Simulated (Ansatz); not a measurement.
**BPN (doublet): wave-function methods side by side, def2-TZVPP**

The task here is to estimate one member of a computed series from the others.

Program: Ansatz 0.2.0, Gaussian basis. Level of theory: def2-TZVPP, core rule «outside noble gas», up to 7 orbitals frozen. These are calculated values, not measurements.

The runs, in order: UHF; ROHF; CCSD(T) on UHF.

## The geometry

The geometry is a PBE0/def2-TZVP stationary point (not a proven minimum) of the parent state, kept for this charge and spin.

3 atoms, charge 0, spin multiplicity 2.

Atoms are counted from 1 here; the program's logs count them from 0.

Bond lengths: N1–B2 1.334 Å, B2–P3 1.842 Å. Angles: N1–B2–P3 180.0°.

Geometry (Å):

```xyz
3
charge 0, multiplicity 2
N     0.00000    0.00000    1.50317
B     0.00000    0.00000    0.16927
P     0.00000    0.00000   -1.67243
```

The first run:

The input, in.yaml:

```yaml
crystal:
  periodic: [false, false, false]
  atoms:
    - {symbol: N, position_ang: [0.000000, 0.000000, 1.503167]}
    - {symbol: B, position_ang: [0.000000, 0.000000, 0.169267]}
    - {symbol: P, position_ang: [0.000000, 0.000000, -1.672433]}
basis:
  gaussian: {orbitals: def2-TZVPP}
magnetization: {spin_polarized: true, initial_magnetization: 1}
hamiltonian: {xc: hf}
output: {orbitals: {seedname: orbitals}}
```

Started as:

```console
> ansatz run in.yaml --threads 1 --pin off --events-out ev --progress --plain --max-ram 4096MiB --backend cpu
```

Among the steps run: UHF; ROHF; CCSD(T) on UHF.

One of the session's tables, all rows but one given; the rest of the session is left out.

```
  method  from UCCSD(T) (meV)
    ROHF             +12382.1
     UHF             +10846.5
    UMP2              +1677.0
   UCCSD                    ?
UCCSD(T)                    0
```

**Question.** Estimate the row for UCCSD.

The run gave: from UCCSD(T) (meV): +597.8. In the column «from UCCSD(T) (meV)» it lies between UCCSD(T) (0) and UMP2 (+1677.0).

Caveats from the session: The determinant is far from a pure spin state, so its energy mixes those of several spin states (harmless only where they are near-degenerate, as at dissociation).
